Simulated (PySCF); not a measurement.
Question: Write a Z-matrix for InChI=1S/C5H12/c1-3-5-4-2/h3-5H2,1-2H3 as optimised with GFN2-xTB.

Answer: 
Z-matrix in Å and degrees, rows numbered from 1:
```
C 
C   1  1.5234
C   2  1.5266  1  111.96
C   3  1.5266  2  111.97  1   179.98
C   4  1.5236  3  112.02  2  -179.92
H   1  1.0874  2  110.66  3   179.98
H   1  1.0878  2  110.55  3   -59.94
H   1  1.0878  2  110.49  3    59.93
H   2  1.0926  1  109.45  3   121.20
H   2  1.0926  1  109.39  3  -121.18
H   3  1.0929  2  109.29  1   -58.76
H   3  1.0928  2  109.27  1    58.76
H   4  1.0928  3  109.18  2   -58.53
H   4  1.0926  3  109.14  2    58.79
H   5  1.0879  4  110.54  3    60.14
H   5  1.0875  4  110.60  3  -179.83
H   5  1.0879  4  110.51  3   -59.76
```

The 5 heavy atoms lie in one plane (0.001 Å rms). All 4 C–C bonds measure 1.523 to 1.527 Å.

The geometry is computed with GFN2-xTB (gas phase).

Point group: C2v (every atom within 0.08 Å of its image). No frequency check. One conformer, not necessarily the lowest (C1–C2–C3–C4 180°, C2–C3–C4–C5 180°).
